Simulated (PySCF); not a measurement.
Molecular orbitals of AlF

r²SCAN at R = 1.703 Å; PySCF, no relativity, basis sets Al def2-SVPD, F def2-SVPD. State: ¹Σ⁺ (singlet), closed shell. Only the outer orbitals are listed, counted within each symmetry.

| orbital | occ. | ε (eV) | on Al (%) | main shells (%) |
| --- | --- | --- | --- | --- |
| 5σ | 2 | -29.24 | 3 | 96 F s |
| 6σ | 2 | -11.23 | 16 | 82 F p, 13 Al s |
| 2π | 2 | -9.83 | 4 | 96 F p |
| 2π | 2 | -9.83 | 4 | 96 F p |
| 7σ | 2 | -6.45 | 95 | 81 Al s, 13 Al p |
| 3π | 0 | -2.01 | 102 | 100 Al p |
| 3π | 0 | -2.01 | 102 | 100 Al p |

Task: Which are the highest filled and the lowest empty level, where do they sit, and how wide is the gap?

Result: Highest filled 7σ at -6.45 eV (in %: 81 Al s, 13 Al p); lowest empty 3π at -2.01 eV (in %: 100 Al p); the gap at r²SCAN is 4.44 eV.

```
bond order (Mayer)                              : 0.55
⟨S²⟩                                            : 0.000
charge on Al (Mulliken, basis-dependent)        : 0.58
charge on Al (Löwdin, basis-dependent)          : 0.67
dipole moment (positive dipole means Al(−)F(+)) : -1.54 D
```

Shares are Mulliken populations and can fall outside 0 to 100 %.
